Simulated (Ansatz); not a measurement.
`N=C=C(O)F`, one more setting.

```yaml
crystal:
  periodic: [false, false, false]
  atoms:
    - {symbol: N, position_ang: [-0.718334, 0.448352, 1.721363]}
    - {symbol: C, position_ang: [-0.268958, 0.286138, 0.593357]}
    - {symbol: C, position_ang: [0.339445, 0.062327, -0.543107]}
    - {symbol: O, position_ang: [0.296523, -1.104027, -1.207046]}
    - {symbol: F, position_ang: [0.960426, 1.063032, -1.189811]}
    - {symbol: H, position_ang: [-1.706155, 0.712687, 1.742744]}
    - {symbol: H, position_ang: [1.158254, -1.536510, -1.163100]}
basis:
  gaussian: {orbitals: def2-mTZVPP}
hamiltonian: {xc: {name: RPBE}, dispersion: d4}
accuracy: high
scf: {lower_state_search: full}
output: {forces: true}
```

```sh
$ ansatz run in.yaml --threads 2 --pin off --events-out ev --progress --plain --max-ram 4352MiB
```

It prints (some lines left out):

```
Functional definition: RPBE
2375 factors; integrals over basis functions are off by at most 4.9e-9 eV
mean field evaluation 1: about -8353.2685 eV, gradient 6.5e1 eV
mean field evaluation 2: about -8353.2676 eV, gradient 6.5e1 eV
mean field evaluation 4: about -8359.0521 eV, gradient 3.1e1 eV
mean field evaluation 8: about -8361.1715 eV, gradient 4.8e-1 eV
mean field evaluation 16: about -8361.1716 eV, gradient 4.0e-5 eV
mean field -8361.17156826 eV, -307.2673877279 hartree, gradient 3.7e-8 eV, S^2 0.000000; 0 other end points of the search recorded, 0 dependent functions left out
reference -8361.17157092 eV, -307.2673878257 hartree; 19, 19 occupied and 101, 101 virtual orbitals, 2375 factors
Total energy: -8361.60223716 eV, -307.2832145182 hartree
Atom 0 at    -0.718334     0.448352     1.721363 Å, force    -0.069887     0.093245     1.219633 eV/Å
Atom 1 at    -0.268958     0.286138     0.593357 Å, force     0.041558    -0.066266    -0.470064 eV/Å
Atom 2 at     0.339445     0.062327    -0.543107 Å, force    -0.061685    -0.162313     0.294820 eV/Å
Atom 3 at     0.296523    -1.104027    -1.207046 Å, force    -0.594738    -0.676352    -0.536009 eV/Å
Atom 4 at     0.960426     1.063032    -1.189811 Å, force     0.599590     1.004511    -0.608784 eV/Å
Atom 5 at    -1.706155     0.712687     1.742744 Å, force    -0.444746     0.103714     0.060095 eV/Å
Atom 6 at     1.158254    -1.536510    -1.163100 Å, force     0.529907    -0.296538     0.040308 eV/Å
Dipole moment:    -0.036959    -0.177701    -0.012882 e Å
```

It took 6 s on 2 threads of an Arm Neoverse V1 on a shared host, with 0.33 GiB of host memory at the peak.
